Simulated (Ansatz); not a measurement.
A nudged elastic band was laid between two geometries of C2H2FNO (7 atoms, charge 0, multiplicity 1).

The calculation used RHF/def2-SVPD (Ansatz 0.2.0).

```yaml
movable_images: 5
climbing_image: yes
spring: 5.0 eV/Å²
optimiser: quadratic models (default)
start_path: IDPP
force_threshold: 0.05 eV/Å
iteration_limit: 60
end_points: relaxed
```

First end point:

```xyz
7
Properties=species:S:1:pos:R:3
N -1.064 -0.168 1.276
C -0.321 0.032 0.319
O 0.154 0.997 -0.466
C 0.597 -0.321 -0.712
F 1.867 -0.539 -0.427
H -1.489 0.673 1.631
H 0.317 -0.741 -1.667
```

Last end point:

```xyz
7
Properties=species:S:1:pos:R:3
N -1.112 0.518 1.199
C -0.332 0.350 0.265
O 0.273 1.098 -0.646
C 0.552 -0.277 -0.671
F 1.779 -0.607 -0.309
H -1.334 -0.340 1.672
H 0.236 -0.810 -1.556
```

What changes between the two ends?

No bond is made or broken. The dihedral H6–N1–C2–O3 changes from 0 to -179° by way of a nearly straight angle H6–N1–C2 (up to 177°), not by a turn about the bond.

Give the energies along the band, and the barrier.

The run converged. The highest image is number 3 of 0 to 6, 89.3 kJ/mol above the first end and 88.4 kJ/mol above the last; the last end lies 0.8 kJ/mol above the first. A vibrational analysis at the climbing image gives one clearly imaginary mode, 1042i cm⁻¹: a first-order saddle point.

```json
{"image": "0", "path coordinate (Å)": "0.00", "energy (kJ/mol)": "0.0", "angle H6–N1–C2 (°)": "113"}
{"image": "1", "path coordinate (Å)": "0.27", "energy (kJ/mol)": "13.4", "angle H6–N1–C2 (°)": "127"}
{"image": "2", "path coordinate (Å)": "0.54", "energy (kJ/mol)": "55.2", "angle H6–N1–C2 (°)": "149"}
{"image": "3", "path coordinate (Å)": "0.81", "energy (kJ/mol)": "89.3", "angle H6–N1–C2 (°)": "177"}
{"image": "4", "path coordinate (Å)": "1.10", "energy (kJ/mol)": "52.6", "angle H6–N1–C2 (°)": "146"}
{"image": "5", "path coordinate (Å)": "1.39", "energy (kJ/mol)": "12.3", "angle H6–N1–C2 (°)": "124"}
{"image": "6", "path coordinate (Å)": "1.68", "energy (kJ/mol)": "0.8", "angle H6–N1–C2 (°)": "112"}
```

What is the geometry of the highest image?


```xyz
7
Properties=species:S:1:pos:R:3:forces:R:3
N -1.061 0.289 1.150 0.02 -0.01 0.04
C -0.296 0.218 0.239 -0.01 0.02 -0.03
O 0.305 1.007 -0.670 -0.01 0.01 0.01
C 0.607 -0.367 -0.714 0.03 -0.03 -0.01
F 1.848 -0.672 -0.361 -0.01 0.00 0.00
H -1.658 0.343 1.926 -0.02 0.00 -0.01
H 0.315 -0.887 -1.616 -0.01 0.00 0.00
```

What are the harmonic wavenumbers there?

1042i, 261, 508, 569, 587, 746, 857, 996, 1194, 1305, 1353, 1504, 2242, 3352, 4133 cm⁻¹.

Run time: 61 s on 2 threads of AMD EPYC 7R13 Processor (Zen 3) (shared host), peak memory 0.27 GiB.
